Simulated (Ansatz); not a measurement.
# BHSi2: the cost of one run

The runs use Ansatz 0.2.0, Gaussian basis; cc-pVTZ, core rule «outside noble gas», up to 11 orbitals frozen.

The runs, in order: UHF; CCSD(T) on ROHF; CCSD(T) on UHF; BCCD(T) on ROHF; CCSDT(Q) on ROHF; CCSDT(Q) on UHF.

3 further runs of the same task are left out: 3 set aside as unsound or not needed. Runs told in other sessions of the task aren't counted.

### 1 What is computed

The geometry is a PBE0/def2-TZVP stationary point (not a proven minimum) of the parent state, kept for this charge and spin.

4 atoms, charge 1, spin multiplicity 2.

Atoms are counted from 1 here; the program's logs count them from 0.

Bond lengths: Si1–B2 1.836 Å, B2–Si3 1.752 Å, Si3–H4 1.478 Å. Angles: Si1–B2–Si3 180.0°, B2–Si3–H4 180.0°.

### 2 UHF

File in.yaml:

```yaml
crystal:
  periodic: [false, false, false]
  atoms:
    - {symbol: Si, position_ang: [0.000000, 0.000000, -2.622600]}
    - {symbol: B, position_ang: [0.000000, 0.000000, -0.786100]}
    - {symbol: Si, position_ang: [0.000000, 0.000000, 0.965500]}
    - {symbol: H, position_ang: [0.000000, 0.000000, 2.443200]}
basis:
  gaussian: {orbitals: cc-pVTZ}
total_charge: 1
magnetization: {spin_polarized: true, initial_magnetization: 1}
hamiltonian: {xc: hf}
output: {orbitals: {seedname: orbitals}}
```

Started as:

```
$ ansatz run in.yaml --threads 1 --pin off --events-out ev --progress --plain --max-ram 3968MiB --backend cpu
```

**Question.** How long does this run take on 1 thread of AMD EPYC 7R13, shared host, and how much memory does it need?

About 20 s, with a peak of 0.32 GiB.
